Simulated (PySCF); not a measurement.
# Spin-Hamiltonian simulation

Molecule: `FC(C)(F)C#N`, C₃H₃F₂N.

Molfile (atoms numbered from 1):
```
C3H3F2N
     RDKit          3D

  9  8  0  0  0  0  0  0  0  0999 V2000
   -1.0136   -0.0098   -0.1785 C   0  0  0  0  0  0  0  0  0  0  0  0
    0.3979   -0.3874    0.1833 C   0  0  0  0  0  0  0  0  0  0  0  0
    0.8258   -1.4058   -0.5936 F   0  0  0  0  0  0  0  0  0  0  0  0
    0.4550   -0.8071    1.4651 F   0  0  0  0  0  0  0  0  0  0  0  0
    1.3504    0.7437    0.0253 C   0  0  0  0  0  0  0  0  0  0  0  0
    2.0586    1.6457   -0.1106 N   0  0  0  0  0  0  0  0  0  0  0  0
   -1.6490   -0.8942   -0.0334 H   0  0  0  0  0  0  0  0  0  0  0  0
   -1.3632    0.8042    0.4697 H   0  0  0  0  0  0  0  0  0  0  0  0
   -1.0619    0.3106   -1.2273 H   0  0  0  0  0  0  0  0  0  0  0  0
  1  2  1  0
  2  3  1  0
  2  4  1  0
  2  5  1  0
  5  6  3  0
  1  7  1  0
  1  8  1  0
  1  9  1  0
M  END
```

PySCF 2.14.0 with density-fitted response routines calculation with geometry from PBE0-D3(BJ)/def2-SVP, σ from GIAO-PBE/pcSseg-2 and J couplings at B3LYP/pcJ-1; isolated molecule, rapidly exchanging positions averaged, a single conformation, relativity neglected.

Chemical shifts δ = σref − σ; ¹H (σref 31.18) vs TMS, all at this level.

Shifts (ppm): F3/F4 -111.9, H7/H8/H9 1.75.
Couplings (Hz): F3–F4: 265.4; F3–H7, F3–H8, F3–H9, F4–H7, F4–H8, F4–H9: 17.9; H7–H8, H7–H9, H8–H9: -14.5.

The 5-spin Hamiltonian (Zeeman plus full scalar coupling among like nuclei) was diagonalised exactly; lines are Lorentzian, 0.5 Hz wide, and the maxima above 3 % are listed with the tallest set to 100.

(1) Give the ¹H peak list of this spin system at 60 MHz.

(2) And at 400 MHz?

Answers

(1) 
δ in ppm (height): 2.048 (50), 1.750 (100), 1.452 (50)

(2) 
Hz from δ = 0 (height): 717.9 (50), 700.0 (100), 682.1 (50)
